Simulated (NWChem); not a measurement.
# dimethyl ether (C2H6O); SMILES COC

```xyz
9

C      1.1611     0.0000     0.1847
O      0.0000     0.0000    -0.5811
C     -1.1611     0.0000     0.1847
H      1.2330    -0.8952     0.8362
H      1.2330     0.8952     0.8362
H      2.0215     0.0000    -0.4996
H     -1.2330    -0.8952     0.8362
H     -2.0215     0.0000    -0.4996
H     -1.2330     0.8952     0.8362
```
Atoms are numbered in this order, from 1.

Program: NWChem. The geometry was optimised at PBE0/def2-SVP. Level: PBE0/def2-SVP with SMD (1 M gas to 1 M solution), gas-phase geometry.

**Question.** Predict the results for solvent n-hexane. Quantities: solvation free energy (kcal/mol); cavity-dispersion-structure term (kcal/mol); dipole in solution (D).

**Answer.** The solvation free energy (kcal/mol) comes out as -1.2 and the cavity-dispersion-structure term (kcal/mol) is -0.3. The dipole in solution (D) comes out as 1.35.
